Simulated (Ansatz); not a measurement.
**Worked example: AsH2⁺, triplet against AsH2⁺, singlet**

Geometry (PBE0/def2-TZVP stationary point of a singlet), kept for both states (AsH2⁺, singlet: A1; AsH2⁺, triplet: B1):

```xyz
3

As    0.0000   -0.0281    0.0000
H     0.0000    1.0446   -1.0909
H     0.0000    1.0446    1.0909
```

Basis cc-pVDZ; Ansatz 0.2.0. Correlated methods freeze the noble-gas cores and the filled d shells of p-block atoms. R marks a restricted (for open shells ROHF) determinant. No spin–orbit coupling is included, and no scalar relativity.

Full CI is exact within this basis and frozen core; it isn't the basis-set limit.

```csv
level,"E(AsH2⁺, singlet) (hartree)","E(AsH2⁺, triplet) (hartree)"
RCCSD(T),-2235.100197,-2235.049193
PBE,-2236.315855,-2236.264743
B3LYP,-2236.704025,-2236.648018
full CI,-2235.100814,-2235.049844
```

Question: Give the vertical gap, AsH2⁺ triplet less AsH2⁺ singlet, at each level in eV (1 hartree = 27.2114 eV), and each error against full CI.

Answer: full CI: (-2235.049844 − (-2235.100814)) × 27.2114 = 1.387 eV (the reference)
B3LYP: (-2236.648018 − (-2236.704025)) × 27.2114 = 1.524 eV, error 0.137 eV
PBE: (-2236.264743 − (-2236.315855)) × 27.2114 = 1.391 eV, error 0.004 eV
RCCSD(T): (-2235.049193 − (-2235.100197)) × 27.2114 = 1.388 eV, error 0.001 eV

Total energies of functionals can't be set beside those of wave-function methods, since they hold the core's correlation and their own absolute errors; only the differences compare.

In so small a basis the reference is far from its limit while semilocal and hybrid functionals are nearer theirs, so the functionals' errors here hold much of the reference's basis and frozen-core error, which can add to them or hide them.

Each level lands on the state that its own search finds. T1 diagnostics of restricted CCSD: 0.012 and 0.019.
